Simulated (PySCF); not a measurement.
XPS shifts beside NMR shieldings

2-chloroacrylic acid, C3H3ClO2.
Numbering: `[CH2:1]=[C:2]([Cl:3])[C:4](=[O:5])[OH:6]`

Binding energies: delta-SCF UKS SCAN, pcX-2 on the ionised atom, pcseg-1 elsewhere, spin-free X2C in PySCF. Shieldings: GIAO PBE0/pcSseg-1, non-relativistic, same geometry.

```tsv
atom	C 1s (eV)
C1	291.11
C2	292.81
C4	295.25
```

Task: What are the absolute isotropic shieldings of these atoms?

Result: 
```tsv
atom	environment	C 1s (eV)	isotropic shielding (ppm)
C1	terminal =CH2 carbon	291.11	48.8
C2	vinylic C–Cl carbon	292.81	40.4
C4	carboxylic acid carbon	295.25	20.8
```

Task: Among the listed atoms, is the one with the highest binding energy also the least shielded?

Result: Yes: C4 has both (295.25 eV, 20.8 ppm).

By binding energy: C1 < C2 < C4. By shielding: C4 < C2 < C1.

One conformer (not necessarily the lowest) at the PBE0-D3(BJ)/def2-SVP geometry, without solvent, vibrations or thermal averaging.

Conformer computed: `[CH2:1]=[C:2]([Cl:3])[C:4](=[O:5])[OH:6]`: C1–C2–C4–O5 180°, H–O6–C4–C2 180°.
